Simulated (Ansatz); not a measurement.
# Relative stability

The two ends of one reaction step of HClF, doublet (PBE0-D4/def2-TZVP).

A:

```xyz
3
angstrom
H 1.0144 -0.2256 0.1756
F -1.3860 -0.4228 0.3309
Cl 0.3716 0.6485 -0.5064
```

B:

| atom | x (Å) | y (Å) | z (Å) |
| --- | --- | --- | --- |
| H1 | -0.2792 | -0.2961 | 0.2314 |
| F2 | -0.8445 | -0.8734 | 0.6824 |
| Cl3 | 1.1237 | 1.1695 | -0.9137 |

Computed with Ansatz 0.2.0 (basis: def2-TZVPP); correlated methods freeze the cores; orbitals are unrestricted. B3LYP uses VWN-RPA correlation.

(1) Which structure is lower at CCSD(T), and by how much? (An estimate is asked for; the value comes from the calculation.)

T1 diagnostic: at most 0.029. ⟨S²⟩ of the unrestricted Hartree–Fock references: 0.76 (a pure state has 0.75).

## Answers

(1) Computed: B, by 35.66 kcal/mol (electronic energy, against the other). By their contacts, A is a complex of HCl + F and B is a complex of Cl + HF.

All methods give the same order:

```tsv
method	E(B) − E(A) (kcal/mol)
SPW92	-18.13
PBE-D4	-20.55
BLYP-D4	-21.38
r2SCAN-D4	-22.52
B97M-V	-22.40
PBE0-D4	-25.87
B3LYP-D4	-25.76
r2SCAN0-D4	-26.63
BHLYP-D4	-29.87
CAM-B3LYP-D4	-28.44
wB97X-V	-28.01
wB97M-V	-28.12
B2PLYP	-31.43
PBE-QIDH	-33.13
RPA on PBE	-31.31
HF	-31.94
MP2	-42.26
CCSD	-36.41
CCSD(T)	-35.66
```

For scale, one of the runs: CCSD(T)/def2-TZVPP, 87 basis functions, launched by `ansatz run in.yaml --threads 2 --pin off --events-out ev --progress --plain --max-ram 4352MiB`. Hardware: 2 CPU threads, shared host. Wall time about 6.5 s.
